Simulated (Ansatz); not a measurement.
B₂H₄⁻. The state is a doublet with charge -1. Geometry PBE-D4/def2-TZVPD.

Cartesian coordinates in Å:
```
B 0.1267 0.3345 0.7427
B -0.1268 -0.3344 -0.7427
H 0.6228 -0.1656 -1.7047
H 1.0864 1.0575 1.0112
H -0.6227 0.1655 1.7047
H -1.0863 -1.0576 -1.0112
```

At PBE-D4/def2-SVPD, PBE-D4/def2-TZVPD, PBE0-D4/def2-TZVPD the highest occupied level of the charge -1 doublet lies above zero (up to 1.24 eV). By energy differences its removal costs 1.52 eV (vertical, to the charge 0 singlet, at CCSD(T)/def2-TZVPPD). The structure comes from a short search, and lower isomers may exist.

Problem. Estimate the α-spin orbital energies around the gap (eV) in Ansatz with PBE-D4/def2-SVPD, PBE-D4/def2-TZVPD, PBE0-D4/def2-TZVPD, BHLYP-D4/def2-TZVPD, ωB97M-V/def2-TZVPD.

Solution. 
```tsv
orbital	PBE-D4/def2-SVPD	PBE-D4/def2-TZVPD	PBE0-D4/def2-TZVPD	BHLYP-D4/def2-TZVPD	ωB97M-V/def2-TZVPD
HOMO−5	-6.56	-6.78	-8.76	-10.56	-11.38
HOMO−4	-4.65	-4.83	-6.51	-8.07	-9.02
HOMO−3	-2.42	-2.54	-3.94	-5.28	-6.40
HOMO−2	-1.01	-1.14	-2.42	-3.70	-4.73
HOMO−1	-0.74	-0.88	-2.16	-3.42	-4.45
HOMO	1.24	1.08	0.26	-0.26	-1.54
LUMO	4.49	3.55	3.91	4.21	4.32
LUMO+1	4.69	3.78	4.12	4.36	4.45
LUMO+2	4.72	4.47	5.19	5.95	6.61
LUMO+3	6.81	5.60	6.17	6.49	6.68
LUMO+4	6.99	5.73	6.18	6.60	6.95
LUMO+5	7.01	5.83	6.31	6.72	7.04
β HOMO	-0.46	-0.63	-1.90	-3.17	-4.22
β LUMO	2.57	2.33	3.33	4.16	4.26
```
